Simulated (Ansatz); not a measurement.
# C₃H₃F₂N: one species, many methods

Aim: compute C₃H₃F₂N with functionals from several rungs and with coupled cluster. The yardstick is the atomisation energy at the CCSD(T) limit.

Program: Ansatz 0.2.0, Gaussian basis. Level of theory: functionals in def2-TZVPP, the program's frozen cores in correlated methods. These are calculated values, not measurements.

The runs, in order: PBE-D4, r2SCAN-D4, PBE0-D4, B3LYP-D4, ωB97X-V, ωB97M-V, B2PLYP; CCSD(T)/def2-TZVPP; MP2/def2-QZVPP; extrapolation to the limit.

### Step 1. The relaxed structure

All runs share one geometry, relaxed beforehand with PBE0-D4 in a triple-zeta def2 set.

9 atoms, charge 0, spin multiplicity 1.

Atoms are counted from 1 here; the program's logs count them from 0.

Bond lengths: N1–C2 1.250 Å, N1–H7 1.023 Å, C2–C3 1.478 Å, C2–C5 1.470 Å, C3–F4 1.357 Å, C3–C5 1.510 Å, C3–H8 1.089 Å, C5–F6 1.356 Å, C5–H9 1.090 Å. Angles: C2–N1–H7 110.8°, N1–C2–C3 152.8°, N1–C2–C5 145.6°, C3–C2–C5 61.6°, C2–C3–F4 124.0°, C2–C3–C5 58.9°, C2–C3–H8 114.8°, F4–C3–C5 120.7°, F4–C3–H8 112.9°, C5–C3–H8 115.3°, C2–C5–C3 59.5°, C2–C5–F6 124.2°, C2–C5–H9 114.5°, C3–C5–F6 119.9°, C3–C5–H9 115.8°, F6–C5–H9 113.0°.

### Step 2. PBE-D4 (GGA)

File in.yaml:

```yaml
crystal:
  periodic: [false, false, false]
  atoms:
    - {symbol: N, position_ang: [0.510198, 0.682069, -1.740407]}
    - {symbol: C, position_ang: [0.179085, 0.266490, -0.609467]}
    - {symbol: C, position_ang: [-0.237527, -0.794836, 0.330926]}
    - {symbol: F, position_ang: [0.580042, -1.784864, 0.769473]}
    - {symbol: C, position_ang: [-0.044831, 0.628476, 0.797042]}
    - {symbol: F, position_ang: [-1.106951, 1.344912, 1.239825]}
    - {symbol: H, position_ang: [0.617227, -0.095483, -2.396039]}
    - {symbol: H, position_ang: [-1.273630, -1.115353, 0.227203]}
    - {symbol: H, position_ang: [0.864986, 0.822289, 1.364242]}
basis:
  gaussian: {orbitals: def2-TZVPP}
hamiltonian: {xc: pbe, dispersion: d4}
output: {forces: true, orbitals: {seedname: orbitals}}
```

The run is started by

```sh
> ansatz run in.yaml --threads 4 --pin off --events-out ev --progress --plain --max-ram 10444MiB
```

After this run come: r2SCAN-D4 (meta-GGA); PBE0-D4 (hybrid); B3LYP-D4 (hybrid); ωB97X-V (range-separated); ωB97M-V (range-separated); B2PLYP (double hybrid); CCSD(T) in def2-TZVPP; MP2 in def2-QZVPP.

Before running them: what should the planned runs give, taken together? Wanted: atomisation energy, CCSD(T)/CBS; farthest; mean size of error, hybrid; mean size of error, range-separated; gap, smallest and largest; T1 diagnostic; triples share of the correlation energy.

As calculated:

| quantity | value |
| --- | --- |
| atomisation energy, CCSD(T)/CBS | 37.794 eV |
| functionals within 0.189 eV (0.5 %) | none; nearest B2PLYP (-0.192 eV) |
| farthest | PBE-D4 (+2.280 eV) |
| mean size of error, hybrid | 0.491 eV |
| mean size of error, range-separated | 0.388 eV |
| gap, smallest and largest | 3.41 eV (PBE-D4), 10.72 eV (ωB97X-V) |
| T1 diagnostic | 0.0123 |
| triples share of the correlation energy | 3.9 % |

**Reading.** PBE-D4 is off by +2.280 eV. Double hybrids carry the basis error of their MP2 part in triple zeta, and no dispersion term here, so their miss is partly the set-up's. The reference freezes the cores and leaves out relativity and excitations past (T), so misses under about 0.189 eV can't be ranked. Hartree-Fock recovers 66 % of the binding; the rest is correlation. The gap grows from 3.4 to 10.7 eV across the functionals, mostly with the share of exact exchange. The restricted reference is unstable towards a spin-broken one.
